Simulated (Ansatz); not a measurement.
## CH2P2 (SMILES P#CP): the energy, rung by rung

CH2P2 has 5 atoms, charge 0, and is taken as a singlet. SMILES: `P#CP`. Geometry: relaxed at GFN2-xTB.

```xyz
5

P    -0.1843   -1.5262    1.8555
C    -0.1794   -0.4633    0.7115
P    -0.3452    0.8380   -0.4454
H    -0.3139    0.0252   -1.5859
H     1.0227    1.1262   -0.5357
```

Quantity: the energy change with the C2–P3 bond stretched from 1.749 to 4.373 Å, in eV. The values are calculated.

```json
{"level": "SVWN5/STO-3G (restricted)", "kind": "LDA", "program": "Ansatz", "value (eV)": "6.63", "less FCI/STO-3G": "+2.34", "CPU time (all runs)": "2.2 s"}
{"level": "BLYP/STO-3G (restricted)", "kind": "GGA", "program": "Ansatz", "value (eV)": "5.80", "less FCI/STO-3G": "+1.51", "CPU time (all runs)": "3.4 s"}
{"level": "revPBE/STO-3G (restricted)", "kind": "GGA", "program": "Ansatz", "value (eV)": "5.90", "less FCI/STO-3G": "+1.61", "CPU time (all runs)": "3.5 s"}
{"level": "CAM-B3LYP/STO-3G (restricted)", "kind": "range-separated hybrid", "program": "Ansatz", "value (eV)": "7.72", "less FCI/STO-3G": "+3.43", "CPU time (all runs)": "3.2 s"}
{"level": "HSE06/STO-3G (restricted)", "kind": "range-separated hybrid", "program": "Ansatz", "value (eV)": "7.02", "less FCI/STO-3G": "+2.73", "CPU time (all runs)": "3.5 s"}
{"level": "wB97X/STO-3G (restricted)", "kind": "range-separated hybrid", "program": "Ansatz", "value (eV)": "8.25", "less FCI/STO-3G": "+3.96", "CPU time (all runs)": "12 s"}
{"level": "RPA@PBE/STO-3G (restricted)", "kind": "RPA", "program": "Ansatz", "value (eV)": "4.70", "less FCI/STO-3G": "+0.41", "CPU time (all runs)": "5 s"}
{"level": "MP2/STO-3G (restricted)", "kind": "perturbation theory", "program": "Ansatz", "value (eV)": "5.31", "less FCI/STO-3G": "+1.02", "CPU time (all runs)": "0.65 s"}
{"level": "FCI/STO-3G", "kind": "exact in the basis", "program": "Ansatz", "value (eV)": "4.29", "less FCI/STO-3G": "0.00", "CPU time (all runs)": "2.4 min"}
```

FCI/STO-3G is exact within its basis and frozen core, so for wave-function methods in that basis the difference is their error; functionals converge differently with the basis, so for them it is only a difference. The first shape isn't each level's own minimum. The values span 4.29 to 8.25 eV. All rows use very small basis sets, so none should be taken for the real molecule's value. Times are those of the runs behind each value, whatever else they computed, on shared processors of several kinds: orders of magnitude only.
